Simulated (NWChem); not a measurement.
hydrogen sulfide (H₂S); SMILES S

```xyz
3

S      0.0000     0.0000     0.1056
H      0.9740     0.0000    -0.8447
H     -0.9740     0.0000    -0.8447
```
Atoms are numbered in this order, from 1.

All runs: NWChem. The geometry was optimised at PBE-D3(BJ)/def2-SVP. Vertical excitations in the gas phase; the lowest state need not have the same character in each row.

| level | lowest excitation, singlet (eV) | oscillator strength of that lowest state | lowest state with f > 0.02, singlet (eV) | orbital gap (eV) |
|---|---|---|---|---|
| PBE/def2-SVP, TDA | 6.14 | 0.000 | 9.64 | 5.89 |
| B3LYP/def2-SVP, TDA | 6.18 | 0.000 | 9.88 | 7.73 |
| Hartree-Fock/def2-SVP, CIS | 6.62 | 0.000 | 11.04 | 14.88 |
| LDA (Slater exchange, VWN5)/def2-SVP, TDA | 6.18 | 0.000 | … | 5.89 |

Task: Fill in the missing entries.

Result: 
- LDA (Slater exchange, VWN5)/def2-SVP, TDA, lowest state with f > 0.02, singlet (eV): 9.55
